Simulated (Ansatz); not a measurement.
**Structure relaxation of Mg₂I**

Computed with DFT PBE, scalar-relativistic, plane waves, PAW in Ansatz. Cutoff 420 eV, Γ-centred k mesh, Gaussian smearing, no spin polarisation in the final step.

The start puts Mg₂I on the anti-fluorite structure type (Fm-3m, No. 225), with I in place of Ca, Mg in place of F, at a guessed volume.

```
Mg I
1.0
     0.00000    3.39302    3.39302
     3.39302    0.00000    3.39302
     3.39302    3.39302    0.00000
Mg I
2 1
Direct
  0.25000 0.25000 0.25000
  0.75000 0.75000 0.75000
  0.00000 0.00000 0.00000
```

Steps on the 4×4×4 mesh (3 atoms). 8 of 8 steps are shown, and the free energy counts from the last. Trial steps that were taken back and renewals of the plane-wave basis can be among the rows.

```csv
step,ΔF (meV/atom),V (Å³/atom),P (GPa)
1,276.6,26.04,8.48
2,123.7,30.04,4.41
3,33.2,34.43,2.10
4,12.6,39.35,-0.62
5,10.1,38.10,0.01
6,1.8,38.10,0.47
7,0.0,39.02,0.15
8,0.0,39.02,0.14
```

Steps on the 10×10×10 mesh (3 atoms). 4 of 4 steps are shown, and the free energy counts from the last.

| step | ΔF (meV/atom) | V (Å³/atom) | P (GPa) |
| --- | --- | --- | --- |
| 1 | 2.5 | 39.02 | -0.43 |
| 2 | 1.3 | 38.51 | -0.32 |
| 3 | -0.1 | 37.10 | 0.04 |
| 4 | 0.0 | 37.10 | 0.04 |

A final relaxation ran on a 10×10×10 mesh. The relaxed crystal, Fm-3m (No. 225):

```cif
data_structure
_symmetry_space_group_name_H-M 'Fm-3m'
_symmetry_Int_Tables_number 225
_cell_length_a 7.6356
_cell_length_b 7.6356
_cell_length_c 7.6356
_cell_angle_alpha 90.000
_cell_angle_beta 90.000
_cell_angle_gamma 90.000
_cell_volume 445.17
loop_
_atom_site_label
_atom_site_type_symbol
_atom_site_symmetry_multiplicity
_atom_site_Wyckoff_symbol
_atom_site_fract_x
_atom_site_fract_y
_atom_site_fract_z
_atom_site_occupancy
Mg1 Mg 8 c 0.25000 0.75000 0.75000 1
I1 I 4 a 0.00000 0.00000 0.00000 1
```

| Item | Value |
| --- | --- |
| Volume per atom | 37.10 Å³ |
| Density | 2.62 g/cm³ |
| Energy over the elements | 0.29 eV/atom |
| Gap on the 10×10×10 mesh | 0 eV (a metal) |

Formation energies are uncorrected and refer to the elements' standard structures at the same level.

The final run used a 10×10×10 mesh on its 3-atom cell and 0.10 eV smearing. For metals, differences of a few meV/atom aren't resolved. Spin–orbit coupling is left out.

A structure relaxed within its symmetry needn't be a true minimum.

Cost: 3 runs of about 0.61 core-minutes in all, on Arm Neoverse V2 (shared hosts).